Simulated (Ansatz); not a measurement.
## fcc Pt

Computed with r²SCAN (PAW; Ansatz, an electronic-structure program).

Settings: plane-wave cutoff 500 eV, 14×20×1 k mesh (along the axes of the cell as run), Fermi–Dirac smearing 0.1 eV, scalar-relativistic PAW data made under PBE.

Cell: relaxed at this level.

surface energy of the (110) face: 2.09 J/m²
work function of the (110) face: 5.29 eV

The slab of 12 atoms is relaxed and unreconstructed.

Spin–orbit coupling is not included.

The result took roughly 50 core-minutes.
